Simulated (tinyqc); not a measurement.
Inside a calculation (part 1 of 2). Method: coupled-perturbed Hartree-Fock on RHF in the sto-3g basis, for BH3, spin multiplicity 1. Computed by tinyqc, a small Python program that keeps every step (integrals from PySCF). Settings: charge = 0, multiplicity = 1, basis = sto-3g, method = RHF, energy threshold = 1e-10, iteration cap = 87, orthogonalisation = symmetric, start = Wolfsberg-Helmholz matrix, DIIS depth = 6. Command: `OMP_NUM_THREADS=1 python tinyqc.py 20929 20930 out.jsonl` (the two numbers bound the seeds that draw the settings). One thread of a shared host (Intel(R) Xeon(R) Processor @ 2.60GHz), about 0.2 s of CPU time with the checks. The early iterations of the SCF are left out here.

## One-electron integrals

Geometry (angstrom):
```
atom          x          y         z
B      0.000000   0.000000  0.005000
H      1.226000   0.000000  0.000000
H     -0.613000   1.062000  0.000000
H     -0.613000  -1.062000  0.000000
```

Basis sto-3g: exponents (1/bohr^2) and contraction coefficients of normalised primitives:
```
element  l (shell)   exponent  coefficient
B            s (1)  48.791113     0.154329
B            s (1)   8.887362     0.535328
B            s (1)   2.405267     0.444635
B            s (2)   2.236956    -0.099967
B            s (2)   0.519821     0.399513
B            s (2)   0.169062     0.700115
B            p (3)   2.236956     0.155916
B            p (3)   0.519821     0.607684
B            p (3)   0.169062     0.391957
H            s (1)   3.425251     0.154329
H            s (1)   0.623914     0.535328
H            s (1)   0.168855     0.444635
```

Overlap, kinetic and nuclear-attraction integrals over the contracted functions; the nuclear repulsion is the sum of Za Zb / Rab.

nuclear repulsion = 7.22112548 hartree

overlap S, order 1B 1s, 1B 2s, 1B 2px, 1B 2py, 1B 2pz, 2H 1s, 3H 1s, 4H 1s:
```
[[1.000000, 0.269328, 0.000000, 0.000000, 0.000000, 0.061254, 0.061224, 0.061224],
 [0.269328, 1.000000, 0.000000, 0.000000, 0.000000, 0.457436, 0.457325, 0.457325],
 [0.000000, 0.000000, 1.000000, 0.000000, 0.000000, 0.475760, -0.237799, -0.237799],
 [0.000000, 0.000000, 0.000000, 1.000000, 0.000000, 0.000000, 0.411978, -0.411978],
 [0.000000, 0.000000, 0.000000, 0.000000, 1.000000, -0.001940, -0.001940, -0.001940],
 [0.061254, 0.457436, 0.475760, 0.000000, -0.001940, 1.000000, 0.096989, 0.096989],
 [0.061224, 0.457325, -0.237799, 0.411978, -0.001940, 0.096989, 1.000000, 0.096927],
 [0.061224, 0.457325, -0.237799, -0.411978, -0.001940, 0.096989, 0.096927, 1.000000]]
```

kinetic energy T (hartree), order 1B 1s, 1B 2s, 1B 2px, 1B 2py, 1B 2pz, 2H 1s, 3H 1s, 4H 1s:
```
[[10.826302, -0.047967, 0.000000, 0.000000, 0.000000, -0.014428, -0.014428, -0.014428],
 [-0.047967, 0.359168, 0.000000, 0.000000, 0.000000, 0.079671, 0.079620, 0.079620],
 [0.000000, 0.000000, 1.123881, 0.000000, 0.000000, 0.212008, -0.105932, -0.105932],
 [0.000000, 0.000000, 0.000000, 1.123881, 0.000000, 0.000000, 0.183523, -0.183523],
 [0.000000, 0.000000, 0.000000, 0.000000, 1.123881, -0.000865, -0.000864, -0.000864],
 [-0.014428, 0.079671, 0.212008, 0.000000, -0.000865, 0.760032, -0.011149, -0.011149],
 [-0.014428, 0.079620, -0.105932, 0.183523, -0.000864, -0.011149, 0.760032, -0.011151],
 [-0.014428, 0.079620, -0.105932, -0.183523, -0.000864, -0.011149, -0.011151, 0.760032]]
```

nuclear attraction V (hartree), order 1B 1s, 1B 2s, 1B 2px, 1B 2py, 1B 2pz, 2H 1s, 3H 1s, 4H 1s:
```
[[-24.442110, -3.488067, -0.000009, 0.000000, 0.000214, -0.798044, -0.797639, -0.797639],
 [-3.488067, -5.026408, -0.000067, 0.000000, 0.001897, -2.000068, -1.999431, -1.999431],
 [-0.000009, -0.000067, -5.053615, 0.000000, 0.000000, -1.961678, 0.980403, 0.980403],
 [0.000000, 0.000000, 0.000000, -5.053618, 0.000000, 0.000000, -1.698541, 1.698541],
 [0.000214, 0.001897, 0.000000, 0.000000, -4.881104, 0.008374, 0.008370, 0.008370],
 [-0.798044, -2.000068, -1.961678, 0.000000, 0.008374, -3.855896, -0.409702, -0.409702],
 [-0.797639, -1.999431, 0.980403, -1.698541, 0.008370, -0.409702, -3.855495, -0.409434],
 [-0.797639, -1.999431, 0.980403, 1.698541, 0.008370, -0.409702, -0.409434, -3.855495]]
```

core Hamiltonian H = T + V (hartree), order 1B 1s, 1B 2s, 1B 2px, 1B 2py, 1B 2pz, 2H 1s, 3H 1s, 4H 1s:
```
[[-13.615808, -3.536034, -0.000009, 0.000000, 0.000214, -0.812473, -0.812067, -0.812067],
 [-3.536034, -4.667240, -0.000067, 0.000000, 0.001897, -1.920396, -1.919811, -1.919811],
 [-0.000009, -0.000067, -3.929734, 0.000000, 0.000000, -1.749670, 0.874471, 0.874471],
 [0.000000, 0.000000, 0.000000, -3.929738, 0.000000, 0.000000, -1.515017, 1.515017],
 [0.000214, 0.001897, 0.000000, 0.000000, -3.757223, 0.007509, 0.007506, 0.007506],
 [-0.812473, -1.920396, -1.749670, 0.000000, 0.007509, -3.095864, -0.420851, -0.420851],
 [-0.812067, -1.919811, 0.874471, -1.515017, 0.007506, -0.420851, -3.095463, -0.420585],
 [-0.812067, -1.919811, 0.874471, 1.515017, 0.007506, -0.420851, -0.420585, -3.095463]]
```

## Two-electron integrals

Functions are numbered as in S; the eight-fold symmetry (ij|kl) = (ji|kl) = (kl|ij) leaves the list below.

Two-electron integrals (ij|kl) in chemists' order, unique and non-zero (hartree):
```
(11|11) 2.923513    (21|11) 0.518376    (21|21) 0.109262    (22|11) 0.744229
(22|21) 0.193177    (22|22) 0.544804    (31|31) 0.020264    (32|31) 0.029996
(32|32) 0.120346    (33|11) 0.742491    (33|21) 0.193240    (33|22) 0.544682
(33|33) 0.586773    (41|41) 0.020264    (42|41) 0.029996    (42|42) 0.120346
(43|43) 0.031630    (44|11) 0.742491    (44|21) 0.193240    (44|22) 0.544682
(44|33) 0.523513    (44|44) 0.586773    (51|51) 0.020264    (52|51) 0.029996
(52|52) 0.120346    (53|53) 0.031630    (54|54) 0.031630    (55|11) 0.742491
(55|21) 0.193240    (55|22) 0.544682    (55|33) 0.523513    (55|44) 0.523513
(55|55) 0.586773    (61|11) 0.117583    (61|21) 0.024696    (61|22) 0.043796
(61|31) 0.001806    (61|32) 0.003313    (61|33) 0.044252    (61|44) 0.043580
(61|51) -0.000007   (61|52) -0.000014   (61|53) -2.74e-06   (61|55) 0.043580
(61|61) 0.005762    (62|11) 0.270943    (62|21) 0.071350    (62|22) 0.219814
(62|31) 0.007872    (62|32) 0.046934    (62|33) 0.231931    (62|44) 0.213656
(62|51) -0.000032   (62|52) -0.000191   (62|53) -0.000075   (62|55) 0.213656
(62|61) 0.017208    (62|62) 0.119869    (63|11) 0.248896    (63|21) 0.066438
(63|22) 0.216029    (63|31) 0.013689    (63|32) 0.076089    (63|33) 0.238843
(63|44) 0.204509    (63|51) -0.000026   (63|52) -0.000173   (63|53) -0.000104
(63|55) 0.204509    (63|61) 0.016850    (63|62) 0.138145    (63|63) 0.169594
(64|41) 0.007318    (64|42) 0.033726    (64|43) 0.008888    (64|54) -0.000036
(64|64) 0.013624    (65|11) -0.001015   (65|21) -0.000271   (65|22) -0.000881
(65|31) -0.000026   (65|32) -0.000173   (65|33) -0.000902   (65|44) -0.000834
(65|51) 0.007318    (65|52) 0.033727    (65|53) 0.008888    (65|55) -0.000907
(65|61) -0.000069   (65|62) -0.000563   (65|63) -0.000636   (65|65) 0.013626
(66|11) 0.425626    (66|21) 0.114200    (66|22) 0.396906    (66|31) 0.015770
(66|32) 0.123230    (66|33) 0.444033    (66|44) 0.373131    (66|51) -0.000064
(66|52) -0.000503   (66|53) -0.000289   (66|55) 0.373132    (66|61) 0.028138
(66|62) 0.272641    (66|63) 0.342258    (66|65) -0.001396   (66|66) 0.774606
(71|11) 0.117523    (71|21) 0.024684    (71|22) 0.043774    (71|31) -0.000902
(71|32) -0.001655   (71|33) 0.043726    (71|41) 0.001563    (71|42) 0.002867
(71|43) -0.000291   (71|44) 0.044062    (71|51) -0.000007   (71|52) -0.000014
(71|53) 1.37e-06    (71|54) -2.37e-06   (71|55) 0.043558    (71|61) 0.005495
(71|62) 0.015717    (71|63) 0.014279    (71|64) 0.000655    (71|65) -0.000063
(71|66) 0.024974    (71|71) 0.005756    (72|11) 0.270855    (72|21) 0.071327
(72|22) 0.219749    (72|31) -0.003934   (72|32) -0.023457   (72|33) 0.218158
(72|41) 0.006816    (72|42) 0.040638    (72|43) -0.007911   (72|44) 0.227297
(72|51) -0.000032   (72|52) -0.000191   (72|53) 0.000037    (72|54) -0.000065
(72|55) 0.213592    (72|61) 0.015720    (72|62) 0.080536    (72|63) 0.073852
(72|64) 0.009649    (72|65) -0.000369   (72|66) 0.140855    (72|71) 0.017194
(72|72) 0.119807    (73|11) -0.124394   (73|21) -0.033205   (73|22) -0.107971
(73|31) 0.008907    (73|32) 0.044299    (73|33) -0.113165   (73|41) -0.002757
(73|42) -0.018338   (73|43) 0.011279    (73|44) -0.108421   (73|51) 0.000013
(73|52) 0.000086    (73|53) -0.000053   (73|54) 0.000029    (73|55) -0.102213
(73|61) -0.006572   (73|62) -0.028567   (73|63) -0.019041   (73|64) -0.002442
(73|65) 0.000129    (73|66) -0.042771   (73|71) -0.008417   (73|72) -0.069029
(73|73) 0.052579    (74|11) 0.215509    (74|21) 0.057526    (74|22) 0.187055
(74|31) -0.002757   (74|32) -0.018338   (74|33) 0.180664    (74|41) 0.012092
(74|42) 0.065484    (74|43) -0.010650   (74|44) 0.203226    (74|51) -0.000022
(74|52) -0.000150   (74|53) 0.000029    (74|54) -0.000087   (74|55) 0.177081
(74|61) 0.012697    (74|62) 0.068790    (74|63) 0.062834    (74|64) 0.015820
(74|65) -0.000309   (74|66) 0.120591    (74|71) 0.014582    (74|72) 0.119590
(74|73) -0.067503   (74|74) 0.130561    (75|11) -0.001015   (75|21) -0.000271
(75|22) -0.000881   (75|31) 0.000013    (75|32) 0.000086    (75|33) -0.000851
(75|41) -0.000022   (75|42) -0.000150   (75|43) 0.000029    (75|44) -0.000884
(75|51) 0.007315    (75|52) 0.033715    (75|53) -0.004442   (75|54) 0.007696
(75|55) -0.000906   (75|61) -0.000063   (75|62) -0.000369   (75|63) -0.000332
(75|64) -0.000043   (75|65) 0.008359    (75|66) -0.000677   (75|71) -0.000069
(75|72) -0.000563   (75|73) 0.000318    (75|74) -0.000551   (75|75) 0.013618
(76|11) 0.055574    (76|21) 0.014635    (76|22) 0.045603    (76|31) 0.000682
(76|32) 0.004111    (76|33) 0.046050    (76|41) 0.001182    (76|42) 0.007122
(76|43) 0.000340    (76|44) 0.046443    (76|51) -0.000011   (76|52) -0.000067
(76|53) -0.000010   (76|54) -0.000017   (76|55) 0.044275    (76|61) 0.003407
(76|62) 0.021343    (76|63) 0.022774    (76|64) 0.002328    (76|65) -0.000109
(76|66) 0.043999    (76|71) 0.003405    (76|72) 0.021338    (76|73) -0.009368
(76|74) 0.020885    (76|75) -0.000109   (76|76) 0.004759    (77|11) 0.425555
(77|21) 0.114182    (77|22) 0.396857    (77|31) -0.007881   (77|32) -0.061595
(77|33) 0.390802    (77|41) 0.013654    (77|42) 0.106711    (77|43) -0.030693
(77|44) 0.426260    (77|51) -0.000064   (77|52) -0.000502   (77|53) 0.000145
(77|54) -0.000250   (77|55) 0.373086    (77|61) 0.024983    (77|62) 0.140881
(77|63) 0.125834    (77|64) 0.023247    (77|65) -0.000677   (77|66) 0.248658
(77|71) 0.028119    (77|72) 0.272561    (77|73) -0.171058   (77|74) 0.296352
(77|75) -0.001395   (77|76) 0.043999    (77|77) 0.774606    (81|11) 0.117523
(81|21) 0.024684    (81|22) 0.043774    (81|31) -0.000902   (81|32) -0.001655
(81|33) 0.043726    (81|41) -0.001563   (81|42) -0.002867   (81|43) 0.000291
(81|44) 0.044062    (81|51) -0.000007   (81|52) -0.000014   (81|53) 1.37e-06
(81|54) 2.37e-06    (81|55) 0.043558    (81|61) 0.005495    (81|62) 0.015717
(81|63) 0.014279    (81|64) -0.000655   (81|65) -0.000063   (81|66) 0.024974
(81|71) 0.005492    (81|72) 0.015712    (81|73) -0.007703   (81|74) 0.012036
(81|75) -0.000063   (81|76) 0.003167    (81|77) 0.024970    (81|81) 0.005756
(82|11) 0.270855    (82|21) 0.071327    (82|22) 0.219749    (82|31) -0.003934
(82|32) -0.023457   (82|33) 0.218158    (82|41) -0.006816   (82|42) -0.040638
(82|43) 0.007911    (82|44) 0.227297    (82|51) -0.000032   (82|52) -0.000191
(82|53) 0.000037    (82|54) 0.000065    (82|55) 0.213592    (82|61) 0.015720
(82|62) 0.080536    (82|63) 0.073852    (82|64) -0.009649   (82|65) -0.000369
(82|66) 0.140855    (82|71) 0.015712    (82|72) 0.080509    (82|73) -0.045260
(82|74) 0.059123    (82|75) -0.000369   (82|76) 0.015694    (82|77) 0.140831
(82|81) 0.017194    (82|82) 0.119807    (83|11) -0.124394   (83|21) -0.033205
(83|22) -0.107971   (83|31) 0.008907    (83|32) 0.044299    (83|33) -0.113165
(83|41) 0.002757    (83|42) 0.018338    (83|43) -0.011279   (83|44) -0.108421
(83|51) 0.000013    (83|52) 0.000086    (83|53) -0.000053   (83|54) -0.000029
(83|55) -0.102213   (83|61) -0.006572   (83|62) -0.028567   (83|63) -0.019041
(83|64) 0.002442    (83|65) 0.000129    (83|66) -0.042771   (83|71) -0.007703
(83|72) -0.045260   (83|73) 0.033232    (83|74) -0.032624   (83|75) 0.000203
(83|76) -0.006900   (83|77) -0.083007   (83|81) -0.008417   (83|82) -0.069029
(83|83) 0.052579    (84|11) -0.215509   (84|21) -0.057526   (84|22) -0.187055
(84|31) 0.002757    (84|32) 0.018338    (84|33) -0.180664   (84|41) 0.012092
(84|42) 0.065484    (84|43) -0.010650   (84|44) -0.203226   (84|51) 0.000022
(84|52) 0.000150    (84|53) -0.000029   (84|54) -0.000087   (84|55) -0.177081
(84|61) -0.012697   (84|62) -0.068790   (84|63) -0.062834   (84|64) 0.015820
(84|65) 0.000309    (84|66) -0.120591   (84|71) -0.012036   (84|72) -0.059123
(84|73) 0.032624    (84|74) -0.036478   (84|75) 0.000266    (84|76) -0.011954
(84|77) -0.097336   (84|81) -0.014582   (84|82) -0.119590   (84|83) 0.067503
(84|84) 0.130561    (85|11) -0.001015   (85|21) -0.000271   (85|22) -0.000881
(85|31) 0.000013    (85|32) 0.000086    (85|33) -0.000851   (85|41) 0.000022
(85|42) 0.000150    (85|43) -0.000029   (85|44) -0.000884   (85|51) 0.007315
(85|52) 0.033715    (85|53) -0.004442   (85|54) -0.007696   (85|55) -0.000906
(85|61) -0.000063   (85|62) -0.000369   (85|63) -0.000332   (85|64) 0.000043
(85|65) 0.008359    (85|66) -0.000677   (85|71) -0.000063   (85|72) -0.000369
(85|73) 0.000203    (85|74) -0.000266   (85|75) 0.008355    (85|76) -0.000078
(85|77) -0.000677   (85|81) -0.000069   (85|82) -0.000563   (85|83) 0.000318
(85|84) 0.000551    (85|85) 0.013618    (86|11) 0.055574    (86|21) 0.014635
(86|22) 0.045603    (86|31) 0.000682    (86|32) 0.004111    (86|33) 0.046050
(86|41) -0.001182   (86|42) -0.007122   (86|43) -0.000340   (86|44) 0.046443
(86|51) -0.000011   (86|52) -0.000067   (86|53) -0.000010   (86|54) 0.000017
(86|55) 0.044275    (86|61) 0.003407    (86|62) 0.021343    (86|63) 0.022774
(86|64) -0.002328   (86|65) -0.000109   (86|66) 0.043999    (86|71) 0.003167
(86|72) 0.015694    (86|73) -0.006900   (86|74) 0.011954    (86|75) -0.000078
(86|76) 0.003704    (86|77) 0.026898    (86|81) 0.003405    (86|82) 0.021338
(86|83) -0.009368   (86|84) -0.020885   (86|85) -0.000109   (86|86) 0.004759
(87|11) 0.055539    (87|21) 0.014626    (87|22) 0.045574    (87|31) -0.001363
(87|32) -0.008217   (87|33) 0.046609    (87|44) 0.045825    (87|51) -0.000011
(87|52) -0.000067   (87|53) 0.000019    (87|55) 0.044247    (87|61) 0.003166
(87|62) 0.015689    (87|63) 0.013797    (87|65) -0.000078   (87|66) 0.026885
(87|71) 0.003403    (87|72) 0.021324    (87|73) -0.013389   (87|74) 0.018545
(87|75) -0.000109   (87|76) 0.003702    (87|77) 0.043966    (87|81) 0.003403
(87|82) 0.021324    (87|83) -0.013389   (87|84) -0.018545   (87|85) -0.000109
(87|86) 0.003702    (87|87) 0.004752    (88|11) 0.425555    (88|21) 0.114182
(88|22) 0.396857    (88|31) -0.007881   (88|32) -0.061595   (88|33) 0.390802
(88|41) -0.013654   (88|42) -0.106711   (88|43) 0.030693    (88|44) 0.426260
(88|51) -0.000064   (88|52) -0.000502   (88|53) 0.000145    (88|54) 0.000250
(88|55) 0.373086    (88|61) 0.024983    (88|62) 0.140881    (88|63) 0.125834
(88|64) -0.023247   (88|65) -0.000677   (88|66) 0.248658    (88|71) 0.024970
(88|72) 0.140831    (88|73) -0.083007   (88|74) 0.097336    (88|75) -0.000677
(88|76) 0.026898    (88|77) 0.248615    (88|81) 0.028119    (88|82) 0.272561
(88|83) -0.171058   (88|84) -0.296352   (88|85) -0.001395   (88|86) 0.043999
(88|87) 0.043966    (88|88) 0.774606
```

## Orthogonalisation

S = U s U^T; symmetric (Loewdin) form X = U s^(-1/2) U^T, so that X^T S X = 1.

eigenvalues of S: [0.273684, 0.366861, 0.366899, 0.955464, 1.000026, 1.536129, 1.536174, 1.964763]

X, order 1B 1s, 1B 2s, 1B 2px, 1B 2py, 1B 2pz, 2H 1s, 3H 1s, 4H 1s:
```
[[1.033437, -0.179146, -0.000007, 0.000000, 0.000156, 0.027590, 0.027587, 0.027587],
 [-0.179146, 1.396548, 0.000103, 0.000000, -0.001519, -0.326407, -0.326256, -0.326256],
 [-0.000007, 0.000103, 1.193904, 0.000000, 0.000000, -0.343505, 0.171660, 0.171660],
 [0.000000, 0.000000, 0.000000, 1.193889, 0.000000, 0.000000, -0.297406, 0.297406],
 [0.000156, -0.001519, 0.000000, 0.000000, 1.000006, 0.001354, 0.001353, 0.001353],
 [0.027590, -0.326407, -0.343505, 0.000000, 0.001354, 1.248689, -0.015309, -0.015309],
 [0.027587, -0.326256, 0.171660, -0.297406, 0.001353, -0.015309, 1.248536, -0.015324],
 [0.027587, -0.326256, 0.171660, 0.297406, 0.001353, -0.015309, -0.015324, 1.248536]]
```

## Starting guess

The start is the generalised Wolfsberg-Helmholz matrix (K = 1.75) built on H; D = 2 C_occ C_occ^T.

D at the start, order 1B 1s, 1B 2s, 1B 2px, 1B 2py, 1B 2pz, 2H 1s, 3H 1s, 4H 1s:
```
[[2.041149, -0.124013, 0.000030, 0.000000, 0.000964, -0.173780, -0.173762, -0.173762],
 [-0.124013, 0.685210, -0.000119, 0.000000, -0.002571, 0.314484, 0.314497, 0.314497],
 [0.000030, -0.000119, 0.960353, 0.000000, 0.000000, 0.490593, -0.245325, -0.245325],
 [0.000000, 0.000000, 0.000000, 0.960404, 0.000000, 0.000000, 0.424861, -0.424861],
 [0.000964, -0.002571, 0.000000, 0.000000, 0.000010, -0.001209, -0.001209, -0.001209],
 [-0.173780, 0.314484, 0.490593, 0.000000, -0.001209, 0.401776, 0.025796, 0.025796],
 [-0.173762, 0.314497, -0.245325, 0.424861, -0.001209, 0.025796, 0.401700, 0.025803],
 [-0.173762, 0.314497, -0.245325, -0.424861, -0.001209, 0.025796, 0.025803, 0.401700]]
```
